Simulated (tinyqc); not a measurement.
Worked calculation: coupled-perturbed Hartree-Fock on RHF in the sto-3g basis, for H2O, spin multiplicity 1. Computed by tinyqc, a small Python program that keeps every step (integrals from PySCF). Settings: charge = 0, multiplicity = 1, basis = sto-3g, method = RHF, energy threshold = 1e-10, iteration cap = 72, orthogonalisation = canonical, start = core, DIIS depth = 6. Command: `OMP_NUM_THREADS=1 python tinyqc.py 25997 25998 out.jsonl` (the two numbers bound the seeds that draw the settings). One thread of a shared host (Intel(R) Xeon(R) Processor @ 2.60GHz), about 0.2 s of CPU time with the checks. The early iterations of the SCF are left out here.

## One-electron integrals

Geometry (angstrom):
```
atom       x        y       z
O     0.0000   0.0000  0.0000
H     0.0000   0.7700  0.5760
H     0.0000  -0.7700  0.5760
```

Basis sto-3g: exponents (1/bohr^2) and contraction coefficients of normalised primitives:
```
element  l (shell)  exponent  coefficient
O            s (1)  130.7093       0.1543
O            s (1)   23.8089       0.5353
O            s (1)    6.4436       0.4446
O            s (2)    5.0332      -0.1000
O            s (2)    1.1696       0.3995
O            s (2)    0.3804       0.7001
O            p (3)    5.0332       0.1559
O            p (3)    1.1696       0.6077
O            p (3)    0.3804       0.3920
H            s (1)    3.4253       0.1543
H            s (1)    0.6239       0.5353
H            s (1)    0.1689       0.4446
```

Overlap, kinetic and nuclear-attraction integrals over the contracted functions; the nuclear repulsion is the sum of Za Zb / Rab.

nuclear repulsion = 9.148560 hartree

overlap S:
```
         1O 1s   1O 2s  1O 2px   1O 2py  1O 2pz   2H 1s    3H 1s
1O 1s   1.0000  0.2367  0.0000   0.0000  0.0000  0.0534   0.0534
1O 2s   0.2367  1.0000  0.0000   0.0000  0.0000  0.4719   0.4719
1O 2px  0.0000  0.0000  1.0000   0.0000  0.0000  0.0000   0.0000
1O 2py  0.0000  0.0000  0.0000   1.0000  0.0000  0.3138  -0.3138
1O 2pz  0.0000  0.0000  0.0000   0.0000  1.0000  0.2348   0.2348
2H 1s   0.0534  0.4719  0.0000   0.3138  0.2348  1.0000   0.2424
3H 1s   0.0534  0.4719  0.0000  -0.3138  0.2348  0.2424   1.0000
```

kinetic energy T (hartree):
```
          1O 1s    1O 2s  1O 2px   1O 2py  1O 2pz    2H 1s    3H 1s
1O 1s   29.0032  -0.1680  0.0000   0.0000  0.0000  -0.0028  -0.0028
1O 2s   -0.1680   0.8081  0.0000   0.0000  0.0000   0.1265   0.1265
1O 2px   0.0000   0.0000  2.5287   0.0000  0.0000   0.0000   0.0000
1O 2py   0.0000   0.0000  0.0000   2.5287  0.0000   0.2249  -0.2249
1O 2pz   0.0000   0.0000  0.0000   0.0000  2.5287   0.1683   0.1683
2H 1s   -0.0028   0.1265  0.0000   0.2249  0.1683   0.7600   0.0065
3H 1s   -0.0028   0.1265  0.0000  -0.2249  0.1683   0.0065   0.7600
```

nuclear attraction V (hartree):
```
           1O 1s     1O 2s   1O 2px    1O 2py    1O 2pz    2H 1s    3H 1s
1O 1s   -61.7191   -7.4436   0.0000    0.0000   -0.0184  -1.7283  -1.7283
1O 2s    -7.4436  -10.1384   0.0000    0.0000   -0.2171  -3.8379  -3.8379
1O 2px    0.0000    0.0000  -9.9826    0.0000    0.0000   0.0000   0.0000
1O 2py    0.0000    0.0000   0.0000  -10.1413    0.0000  -2.2697   2.2697
1O 2pz   -0.0184   -0.2171   0.0000    0.0000  -10.0714  -1.7671  -1.7671
2H 1s    -1.7283   -3.8379   0.0000   -2.2697   -1.7671  -5.8142  -1.5570
3H 1s    -1.7283   -3.8379   0.0000    2.2697   -1.7671  -1.5570  -5.8142
```

core Hamiltonian H = T + V (hartree):
```
           1O 1s    1O 2s   1O 2px   1O 2py   1O 2pz    2H 1s    3H 1s
1O 1s   -32.7159  -7.6116   0.0000   0.0000  -0.0184  -1.7311  -1.7311
1O 2s    -7.6116  -9.3302   0.0000   0.0000  -0.2171  -3.7114  -3.7114
1O 2px    0.0000   0.0000  -7.4539   0.0000   0.0000   0.0000   0.0000
1O 2py    0.0000   0.0000   0.0000  -7.6126   0.0000  -2.0448   2.0448
1O 2pz   -0.0184  -0.2171   0.0000   0.0000  -7.5427  -1.5989  -1.5989
2H 1s    -1.7311  -3.7114   0.0000  -2.0448  -1.5989  -5.0542  -1.5506
3H 1s    -1.7311  -3.7114   0.0000   2.0448  -1.5989  -1.5506  -5.0542
```

## Two-electron integrals

Functions are numbered as in S; the eight-fold symmetry (ij|kl) = (ji|kl) = (kl|ij) leaves the list below.

Two-electron integrals (ij|kl) in chemists' order, unique and non-zero (hartree):
```
(11|11) 4.7851      (21|11) 0.7414      (21|21) 0.1369      (22|11) 1.1189
(22|21) 0.2566      (22|22) 0.8172      (31|31) 0.0245      (32|31) 0.0378
(32|32) 0.1805      (33|11) 1.1158      (33|21) 0.2567      (33|22) 0.8170
(33|33) 0.8802      (41|41) 0.0245      (42|41) 0.0378      (42|42) 0.1805
(43|43) 0.0474      (44|11) 1.1158      (44|21) 0.2567      (44|22) 0.8170
(44|33) 0.7853      (44|44) 0.8802      (51|51) 0.0245      (52|51) 0.0378
(52|52) 0.1805      (53|53) 0.0474      (54|54) 0.0474      (55|11) 1.1158
(55|21) 0.2567      (55|22) 0.8170      (55|33) 0.7853      (55|44) 0.7853
(55|55) 0.8802      (61|11) 0.1700      (61|21) 0.0311      (61|22) 0.0579
(61|33) 0.0578      (61|41) 0.0011      (61|42) 0.0021      (61|44) 0.0580
(61|51) 0.0009      (61|52) 0.0016      (61|54) 1.62e-04    (61|55) 0.0579
(61|61) 0.0072      (62|11) 0.4006      (62|21) 0.0930      (62|22) 0.3263
(62|33) 0.3208      (62|41) 0.0056      (62|42) 0.0420      (62|44) 0.3311
(62|51) 0.0042      (62|52) 0.0314      (62|54) 0.0077      (62|55) 0.3266
(62|61) 0.0215      (62|62) 0.1593      (63|31) 0.0099      (63|32) 0.0570
(63|43) 0.0088      (63|53) 0.0066      (63|63) 0.0231      (64|11) 0.2265
(64|21) 0.0533      (64|22) 0.1997      (64|33) 0.1905      (64|41) 0.0127
(64|42) 0.0814      (64|44) 0.2143      (64|51) 0.0021      (64|52) 0.0183
(64|54) 0.0112      (64|55) 0.1940      (64|61) 0.0129      (64|62) 0.1184
(64|64) 0.1101      (65|11) 0.1695      (65|21) 0.0398      (65|22) 0.1494
(65|33) 0.1425      (65|41) 0.0021      (65|42) 0.0183      (65|44) 0.1471
(65|51) 0.0115      (65|52) 0.0706      (65|54) 0.0122      (65|55) 0.1583
(65|61) 0.0096      (65|62) 0.0886      (65|64) 0.0651      (65|65) 0.0718
(66|11) 0.5299      (66|21) 0.1250      (66|22) 0.5017      (66|33) 0.4813
(66|41) 0.0100      (66|42) 0.1026      (66|44) 0.5202      (66|51) 0.0075
(66|52) 0.0767      (66|54) 0.0291      (66|55) 0.5030      (66|61) 0.0292
(66|62) 0.3040      (66|64) 0.2581      (66|65) 0.1931      (66|66) 0.7746
(71|11) 0.1700      (71|21) 0.0311      (71|22) 0.0579      (71|33) 0.0578
(71|41) -0.0011     (71|42) -0.0021     (71|44) 0.0580      (71|51) 0.0009
(71|52) 0.0016      (71|54) -1.62e-04   (71|55) 0.0579      (71|61) 0.0070
(71|62) 0.0208      (71|64) 0.0114      (71|65) 0.0093      (71|66) 0.0279
(71|71) 0.0072      (72|11) 0.4006      (72|21) 0.0930      (72|22) 0.3263
(72|33) 0.3208      (72|41) -0.0056     (72|42) -0.0420     (72|44) 0.3311
(72|51) 0.0042      (72|52) 0.0314      (72|54) -0.0077     (72|55) 0.3266
(72|61) 0.0208      (72|62) 0.1297      (72|64) 0.0663      (72|65) 0.0701
(72|66) 0.2040      (72|71) 0.0215      (72|72) 0.1593      (73|31) 0.0099
(73|32) 0.0570      (73|43) -0.0088     (73|53) 0.0066      (73|63) 0.0182
(73|73) 0.0231      (74|11) -0.2265     (74|21) -0.0533     (74|22) -0.1997
(74|33) -0.1905     (74|41) 0.0127      (74|42) 0.0814      (74|44) -0.2143
(74|51) -0.0021     (74|52) -0.0183     (74|54) 0.0112      (74|55) -0.1940
(74|61) -0.0114     (74|62) -0.0663     (74|64) -0.0161     (74|65) -0.0350
(74|66) -0.0917     (74|71) -0.0129     (74|72) -0.1184     (74|74) 0.1101
(75|11) 0.1695      (75|21) 0.0398      (75|22) 0.1494      (75|33) 0.1425
(75|41) -0.0021     (75|42) -0.0183     (75|44) 0.1471      (75|51) 0.0115
(75|52) 0.0706      (75|54) -0.0122     (75|55) 0.1583      (75|61) 0.0093
(75|62) 0.0701      (75|64) 0.0350      (75|65) 0.0555      (75|66) 0.1210
(75|71) 0.0096      (75|72) 0.0886      (75|74) -0.0651     (75|75) 0.0718
(76|11) 0.1552      (76|21) 0.0363      (76|22) 0.1376      (76|33) 0.1345
(76|44) 0.1373      (76|51) 0.0026      (76|52) 0.0229      (76|55) 0.1408
(76|61) 0.0083      (76|62) 0.0660      (76|64) 0.0423      (76|65) 0.0413
(76|66) 0.1285      (76|71) 0.0083      (76|72) 0.0660      (76|74) -0.0423
(76|75) 0.0413      (76|76) 0.0331      (77|11) 0.5299      (77|21) 0.1250
(77|22) 0.5017      (77|33) 0.4813      (77|41) -0.0100     (77|42) -0.1026
(77|44) 0.5202      (77|51) 0.0075      (77|52) 0.0767      (77|54) -0.0291
(77|55) 0.5030      (77|61) 0.0279      (77|62) 0.2040      (77|64) 0.0917
(77|65) 0.1210      (77|66) 0.3377      (77|71) 0.0292      (77|72) 0.3040
(77|74) -0.2581     (77|75) 0.1931      (77|76) 0.1285      (77|77) 0.7746
```

## Orthogonalisation

S = U s U^T; canonical form X = U s^(-1/2), so that X^T S X = 1. Each column of U has its largest component positive (the first on a tie).

eigenvalues of S: 0.3454  0.4187  0.8873  1.0000  1.0911  1.3389  1.9187

X:
```
              1        2        3       4        5        6       7
1O 1s   -0.3070   0.0000   0.7583  0.0000  -0.6148   0.0000  0.1530
1O 2s    1.1854   0.0000  -0.2909  0.0000  -0.2934   0.0000  0.4245
1O 2px   0.0000   0.0000   0.0000  1.0000   0.0000   0.0000  0.0000
1O 2py   0.0000   0.9378   0.0000  0.0000   0.0000   0.6869  0.0000
1O 2pz   0.5345   0.0000   0.6474  0.0000   0.6486   0.0000  0.1915
2H 1s   -0.7452  -0.8685  -0.1554  0.0000   0.1259   0.3709  0.3748
3H 1s   -0.7452   0.8685  -0.1554  0.0000   0.1259  -0.3709  0.3748
```

## Starting guess

The start is the orbitals of the core Hamiltonian; D = 2 C_occ C_occ^T.

D at the start:
```
          1O 1s    1O 2s  1O 2px   1O 2py   1O 2pz    2H 1s    3H 1s
1O 1s    2.1346  -0.6068  0.0000   0.0000  -0.0549   0.0862   0.0862
1O 2s   -0.6068   2.7276  0.0000   0.0000   0.3387  -0.3842  -0.3842
1O 2px   0.0000   0.0000  2.0000   0.0000   0.0000   0.0000   0.0000
1O 2py   0.0000   0.0000  0.0000   2.3925   0.0000  -0.3890   0.3890
1O 2pz  -0.0549   0.3387  0.0000   0.0000   2.1825  -0.2453  -0.2453
2H 1s    0.0862  -0.3842  0.0000  -0.3890  -0.2453   0.1356   0.0091
3H 1s    0.0862  -0.3842  0.0000   0.3890  -0.2453   0.0091   0.1356
```

## Iteration 8 (converged): orbitals

converged F (hartree):
```
           1O 1s    1O 2s   1O 2px   1O 2py   1O 2pz    2H 1s    3H 1s
1O 1s   -20.2307  -5.1626   0.0000   0.0000  -0.0292  -1.1829  -1.1829
1O 2s    -5.1626  -2.4429   0.0000   0.0000  -0.1227  -1.0158  -1.0158
1O 2px    0.0000   0.0000  -0.3895   0.0000   0.0000   0.0000   0.0000
1O 2py    0.0000   0.0000   0.0000  -0.3174   0.0000  -0.3988   0.3988
1O 2pz   -0.0292  -0.1227   0.0000   0.0000  -0.3468  -0.3593  -0.3593
2H 1s    -1.1829  -1.0158   0.0000  -0.3988  -0.3593  -0.5709  -0.3804
3H 1s    -1.1829  -1.0158   0.0000   0.3988  -0.3593  -0.3804  -0.5709
```

Diagonalise F' = X^T F X, C = X C', fill 5 alpha and 5 beta electrons from the bottom; D = 2 C_occ C_occ^T. Each column has its largest component positive (the first on a tie).

F' = X^T F X (hartree):
```
         1       2        3        4        5        6        7
1   0.1958  0.0000   1.5930   0.0000  -1.1136   0.0000   0.1375
2   0.0000  0.7327   0.0000   0.0000   0.0000   0.1167   0.0000
3   1.5930  0.0000  -9.2161   0.0000   8.9270   0.0000  -3.8562
4   0.0000  0.0000   0.0000  -0.3895   0.0000   0.0000   0.0000
5  -1.1136  0.0000   8.9270   0.0000  -9.4271   0.0000   4.0489
6   0.0000  0.1167   0.0000   0.0000   0.0000  -0.6085   0.0000
7   0.1375  0.0000  -3.8562   0.0000   4.0489   0.0000  -2.9062
```

orbital energies (hartree): MO1 -20.2395, MO2 -1.2639, MO3 -0.6186, MO4 -0.4479, MO5 -0.3895, MO6 0.5977, MO7 0.7428

coefficients C:
```
            MO1      MO2      MO3      MO4     MO5      MO6      MO7
1O 1s    0.9941  -0.2331   0.0000   0.1017  0.0000  -0.1326   0.0000
1O 2s    0.0265   0.8355   0.0000  -0.5297  0.0000   0.8813   0.0000
1O 2px   0.0000   0.0000   0.0000   0.0000  1.0000   0.0000   0.0000
1O 2py   0.0000   0.0000   0.6036   0.0000  0.0000   0.0000   0.9935
1O 2pz   0.0042   0.1261   0.0000   0.7817  0.0000   0.7316   0.0000
2H 1s   -0.0059   0.1588   0.4442   0.2775  0.0000  -0.7959  -0.8334
3H 1s   -0.0059   0.1588  -0.4442   0.2775  0.0000  -0.7959   0.8334
```

D after iteration 8:
```
          1O 1s    1O 2s  1O 2px   1O 2py   1O 2pz    2H 1s    3H 1s
1O 1s    2.1060  -0.4446  0.0000   0.0000   0.1087  -0.0294  -0.0294
1O 2s   -0.4446   1.9587  0.0000   0.0000  -0.6173  -0.0290  -0.0290
1O 2px   0.0000   0.0000  2.0000   0.0000   0.0000   0.0000   0.0000
1O 2py   0.0000   0.0000  0.0000   0.7288   0.0000   0.5363  -0.5363
1O 2pz   0.1087  -0.6173  0.0000   0.0000   1.2539   0.4738   0.4738
2H 1s   -0.0294  -0.0290  0.0000   0.5363   0.4738   0.5991  -0.1902
3H 1s   -0.0294  -0.0290  0.0000  -0.5363   0.4738  -0.1902   0.5991
```

## Convergence

Stop when the energy changes by less than 1e-10 hartree and every element of the error matrix X^T (F D S - S D F) X is below 3e-06.

Course of the cycle:
```
iteration  E (hartree)     change  largest element of the error matrix
1           -73.237648          -                             9.81e-01
2           -74.946280  -1.71e+00                             1.33e-01
3           -74.961854  -1.56e-02                             2.80e-02
4           -74.962717  -8.63e-04                             4.83e-03
5           -74.962754  -3.75e-05                             1.08e-03
6           -74.962756  -1.90e-06                             9.89e-05
7           -74.962756  -1.93e-08                             3.43e-07
8           -74.962756  -8.53e-14                             5.87e-09
```

PySCF RHF in the same basis = -74.962756 hartree

Converged in 8 iterations.

## Populations, bond orders and dipole

Mulliken: Z minus the diagonal of D S on the atom; Loewdin: the same with S^(1/2) D S^(1/2); Mayer order: 2 sum_s sum (D(s) S)_ij (D(s) S)_ji over the two atoms.

Charges (e):
```
atom  Mulliken  Loewdin
1O     -0.3654  -0.2533
2H      0.1827   0.1267
3H      0.1827   0.1267
```

Mayer bond orders:
```
pair   order
2-1   0.9529
3-1   0.9529
3-2   0.0138
```

dipole moment about the origin, x y z (debye): 0.0000  0.0000  1.7078

## Integrals over molecular orbitals

(pq|rs) = sum C_ip C_jq C_kr C_ls (ij|kl), one index at a time.

one-electron integrals over orbitals h = C^T H C (hartree):
```
          1        2        3        4        5        6        7
1  -32.6982   0.5589   0.0000  -0.2314   0.0000   0.3057   0.0000
2    0.5589  -7.6643   0.0000   0.4318   0.0000  -1.3766   0.0000
3    0.0000   0.0000  -6.3499   0.0000   0.0000   0.0000  -1.7185
4   -0.2314   0.4318   0.0000  -6.9857   0.0000  -1.0778   0.0000
5    0.0000   0.0000   0.0000   0.0000  -7.4539   0.0000   0.0000
6    0.3057  -1.3766   0.0000  -1.0778   0.0000  -5.3183   0.0000
7    0.0000   0.0000  -1.7185   0.0000   0.0000   0.0000  -5.6085
```

Two-electron integrals over orbitals (pq|rs), unique and non-zero (hartree):
```
(11|11) 4.7445      (21|11) -0.4172     (21|21) 0.0583      (22|11) 1.0049
(22|21) -0.0131     (22|22) 0.7271      (31|31) 0.0109      (32|31) 0.0177
(32|32) 0.1443      (33|11) 0.7973      (33|21) -0.0044     (33|22) 0.6433
(33|33) 0.6312      (41|11) 0.1810      (41|21) -0.0222     (41|22) 0.0158
(41|33) 0.0064      (41|41) 0.0276      (42|11) -0.1276     (42|21) 0.0091
(42|22) 0.0031      (42|33) 0.0069      (42|41) 0.0192      (42|42) 0.1247
(43|31) -0.0033     (43|32) 0.0206      (43|43) 0.0471      (44|11) 1.0010
(44|21) -0.0135     (44|22) 0.6768      (44|33) 0.5976      (44|41) -0.0114
(44|42) -0.1046     (44|44) 0.7832      (51|51) 0.0260      (52|51) 0.0325
(52|52) 0.1447      (53|53) 0.0287      (54|51) -0.0133     (54|52) -0.0463
(54|54) 0.0555      (55|11) 1.1153      (55|21) -0.0117     (55|22) 0.7476
(55|33) 0.6274      (55|41) 0.0050      (55|42) -0.0684     (55|44) 0.7293
(55|55) 0.8802      (61|11) -0.2385     (61|21) 0.0358      (61|22) -0.0011
(61|33) 1.07e-04    (61|41) -4.91e-04   (61|42) 0.0202      (61|44) -0.0190
(61|55) -0.0062     (61|61) 0.0311      (62|11) 0.3074      (62|21) -0.0067
(62|22) 0.1421      (62|33) 0.0746      (62|41) 0.0186      (62|42) 0.0215
(62|44) 0.0889      (62|55) 0.1583      (62|61) 0.0066      (62|62) 0.1014
(63|31) 0.0030      (63|32) -0.0415     (63|43) -0.0291     (63|63) 0.0724
(64|11) 0.2187      (64|21) -0.0022     (64|22) 0.0961      (64|33) 0.0429
(64|41) 0.0027      (64|42) -0.0296     (64|44) 0.1206      (64|55) 0.1160
(64|61) -3.24e-05   (64|62) 0.0615      (64|64) 0.0681      (65|51) 0.0158
(65|52) 0.0593      (65|54) -0.0016     (65|65) 0.0385      (66|11) 0.7980
(66|21) -0.0070     (66|22) 0.6114      (66|33) 0.5699      (66|41) 0.0211
(66|42) 0.0588      (66|44) 0.5476      (66|55) 0.5869      (66|61) 0.0082
(66|62) 0.0953      (66|64) 0.0446      (66|66) 0.5949      (71|31) 0.0153
(71|32) 0.0232      (71|43) -0.0048     (71|63) 0.0038      (71|71) 0.0216
(72|31) 0.0139      (72|32) 0.0412      (72|43) -0.0334     (72|63) 0.0351
(72|71) 0.0185      (72|72) 0.0622      (73|11) 0.3634      (73|21) -0.0075
(73|22) 0.1402      (73|33) 0.0906      (73|41) -0.0008     (73|42) -0.0751
(73|44) 0.1610      (73|55) 0.1906      (73|61) -0.0069     (73|62) 0.0769
(73|64) 0.0779      (73|66) 0.0380      (73|73) 0.1521      (74|31) -0.0095
(74|32) -0.0763     (74|43) 0.0022      (74|63) 0.0449      (74|71) -0.0131
(74|72) -0.0169     (74|74) 0.0683      (75|53) 0.0237      (75|75) 0.0245
(76|31) 0.0092      (76|32) 0.0992      (76|43) 0.0480      (76|63) -0.0660
(76|71) 0.0123      (76|72) -0.0091     (76|74) -0.0577     (76|76) 0.1162
(77|11) 0.8712      (77|21) -0.0095     (77|22) 0.6242      (77|33) 0.6099
(77|41) 0.0041      (77|42) -0.0147     (77|44) 0.6088      (77|55) 0.6258
(77|61) -0.0052     (77|62) 0.0692      (77|64) 0.0420      (77|66) 0.5650
(77|73) 0.0951      (77|77) 0.6197
```

## Response to a field: uncoupled start

dipole integrals <a|z|i> (bohr):
```
        i1       i2       i3       i4      i5
a6  0.0429  -0.1042   0.0000  -0.4624  0.0000
a7  0.0000   0.0000  -0.6290   0.0000  0.0000
```

Field along z; U_ai = -mu_ai / (e_a - e_i), alpha = -4 sum U_ai mu_ai.

uncoupled U:
```
         i1      i2      i3      i4      i5
a6  -0.0021  0.0560  0.0000  0.4423  0.0000
a7   0.0000  0.0000  0.4621  0.0000  0.0000
```

uncoupled polarisability = 2.0044 bohr^3

## Coupled step 1

U_ai = -(mu_ai + sum_bj [4 (ai|bj) - (ab|ij) - (aj|bi)] U_bj) / (e_a - e_i); alpha = -4 sum U_ai mu_ai.

U after step 1:
```
         i1       i2      i3      i4      i5
a6  -0.0009  -0.0076  0.0000  0.4840  0.0000
a7   0.0000   0.0000  0.4360  0.0000  0.0000
```

polarisability = 1.9893 bohr^3

## Coupled step 2

As before.

U after step 2:
```
         i1       i2      i3      i4      i5
a6  -0.0007  -0.0185  0.0000  0.5109  0.0000
a7   0.0000   0.0000  0.4345  0.0000  0.0000
```

polarisability = 2.0306 bohr^3

## Coupled polarisability

Repeat until U stops changing; compare with -d2E/dF2.

Course of the coupled iterations:
```
step  alpha (bohr^3)
0             2.0044
1             1.9893
2             2.0306
3             2.0406
4             2.0446
5             2.0460
6             2.0466
7             2.0469
8             2.0470
9             2.0470
10            2.0470
11            2.0471
12            2.0471
13            2.0471
14            2.0471
15            2.0471
16            2.0471
17            2.0471
18            2.0471
19            2.0471
20            2.0471
```

coupled polarisability = 2.0471 bohr^3

finite-field check, fields of +/-0.001 au = 2.0471 bohr^3
